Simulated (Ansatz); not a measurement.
# N2H3 (quartet): the correlation ladder at distance N1–H4 along a hydrogen transfer = 0.942 Å, cc-pVDZ

How much of the correlation energy of N2H3 (quartet) does each wave-function method recover here?

Method: cc-pVDZ, correlated electrons: outside noble gas; program: Ansatz 0.2.0, Gaussian basis.

The runs, in order: UHF; CCSD(T) on ROHF; CCSD(T) on UHF; BCCD(T) on ROHF; CISD; CCSDT(Q) on ROHF; CCSDT(Q) on UHF; CASSCF and MRCISD+Q, 5 electrons in 5 orbitals; CASSCF and NEVPT2, 5 electrons in 5 orbitals; CASSCF and NEVPT2, 13 electrons in 11 orbitals.

## 1. The system

The geometry derives from fragments relaxed apart (PBE0/def2-TZVP) and kept rigid, so it is no stationary point. A hydrogen atom is moved between rigid fragments.

5 atoms, charge 0, spin multiplicity 4.

Atoms are counted from 1 here; the program's logs count them from 0.

Bond lengths: N1–H2 1.012 Å, N1–H3 1.012 Å, N1–H4 0.942 Å. Angles: H2–N1–H3 107.1°, H2–N1–H4 107.1°, H3–N1–H4 107.1°.

In the tables R marks a restricted open-shell determinant and U an unrestricted one; 'pair' is the active space of 5 electrons in 5 orbitals; 'valence' is the active space of 13 electrons in 11 orbitals; correlation energies count from the lowest restricted Hartree-Fock solution.

## 2. UHF

in.yaml

```yaml
crystal:
  periodic: [false, false, false]
  atoms:
    - {symbol: N, position_ang: [-1.195010, -0.018366, -0.028586]}
    - {symbol: H, position_ang: [-1.492289, 0.949467, -0.028586]}
    - {symbol: H, position_ang: [-1.492289, -0.420665, 0.851673]}
    - {symbol: H, position_ang: [-0.253010, -0.018366, -0.028587]}
    - {symbol: N, position_ang: [1.427990, -0.018365, -0.028587]}
basis:
  gaussian: {orbitals: cc-pVDZ}
magnetization: {spin_polarized: true, initial_magnetization: 3}
hamiltonian: {xc: hf}
output: {orbitals: {seedname: orbitals}}
```

Run with:

```
> ansatz run in.yaml --threads 1 --pin off --events-out ev --progress --plain --max-ram 2393MiB
```

Further steps of the session: CCSD(T) on ROHF; CCSD(T) on UHF; BCCD(T) on ROHF; CISD; CCSDT(Q) on ROHF; CCSDT(Q) on UHF; CASSCF and MRCISD+Q, 5 electrons in 5 orbitals; CASSCF and NEVPT2, 5 electrons in 5 orbitals; CASSCF and NEVPT2, 13 electrons in 11 orbitals.

Before running them: what should the planned runs give, taken together? Wanted: correlation energy, UCCSDT(Q); RMP2 from UCCSDT(Q); UMP2 from UCCSDT(Q); RCCSD from UCCSDT(Q); RCCSD(T) from UCCSDT(Q); UCCSD(T) from UCCSDT(Q); RCCSDT(Q) from UCCSDT(Q); NEVPT2 pair from UCCSDT(Q); MRCISD+Q pair from UCCSDT(Q).

**Answer**, as computed:

| quantity | value |
| --- | --- |
| correlation energy, UCCSDT(Q) | -8.1851 eV |
| RMP2 from UCCSDT(Q) | +100.2 kJ/mol |
| UMP2 from UCCSDT(Q) | +98.5 kJ/mol |
| RCCSD from UCCSDT(Q) | +15.0 kJ/mol |
| RCCSD(T) from UCCSDT(Q) | +2.3 kJ/mol |
| UCCSD(T) from UCCSDT(Q) | +2.1 kJ/mol |
| RCCSDT(Q) from UCCSDT(Q) | +0.2 kJ/mol |
| NEVPT2 pair from UCCSDT(Q) | +100.8 kJ/mol |
| MRCISD+Q pair from UCCSDT(Q) | +3.4 kJ/mol |
| NEVPT2 valence from UCCSDT(Q) | +121.6 kJ/mol |
| levels within 1 kcal/mol (43 meV) | RCCSD(T), UCCSD(T), BCCD(T), RCCSDT, UCCSDT, RCCSDT(Q), MRCISD+Q pair |
| T1 diagnostic | 0.012 |
| effectively unpaired electrons | 3.01 |

What this shows: RCCSD(T) lands +2.3 kJ/mol from the yardstick (0.3 % of the correlation energy). One determinant dominates. Of the multireference levels listed MRCISD+Q pair comes nearest (+3.4 kJ/mol). These misses are within one basis and frozen core, not against nature; frozen cores of the runs differ by up to some meV.
